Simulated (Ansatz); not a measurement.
Ansatz (a quantum-chemistry and plane-wave program) input (B97M-V/def2-TZVPD):

Ansatz 0.2 input:
```yaml
crystal:
  periodic: [false, false, false]
  atoms:
    - {symbol: N, position_ang: [-0.00000000, -0.00000000, -0.56338698]}
    - {symbol: O, position_ang: [0.00000000, 0.00000000, 0.49296360]}
basis:
  gaussian:
    orbitals: def2-TZVPD
hamiltonian:
  xc: {name: B97M-V}
total_charge: 1
output: {forces: true}
```

Output:

```
Functional definition: B97M-V
integrals: 0.01 GiB planned
363 factors; their error is unknown
mean field: 0.15 GiB planned
mean field evaluation 1: about -3521.4877 eV, gradient 5.5e1 eV
mean field evaluation 2: about -3503.4528 eV, gradient 1.1e2 eV
mean field evaluation 4: about -3525.6841 eV, gradient 1.6e0 eV
mean field evaluation 8: about -3525.6847 eV, gradient 1.5e-2 eV
mean field -3525.68472134 eV, -129.5665237142 hartree, gradient 8.9e-6 eV, S^2 0.000000; 0 other end points of the search recorded, 0 dependent functions left out
the calculation of the forces begins
reference -3525.68474058 eV, -129.5665244215 hartree; 7, 7 occupied and 70, 70 virtual orbitals, 363 factors
Total energy: -3525.68474058 eV, -129.5665244215 hartree
Atom 0 at    -0.000000    -0.000000    -0.563387 Å, force    -0.000000    -0.000000     0.318002 eV/Å
Atom 1 at     0.000000     0.000000     0.492964 Å, force    -0.000000     0.000000    -0.318002 eV/Å
Dipole moment:     0.000000     0.000000    -0.077176 e Å
```
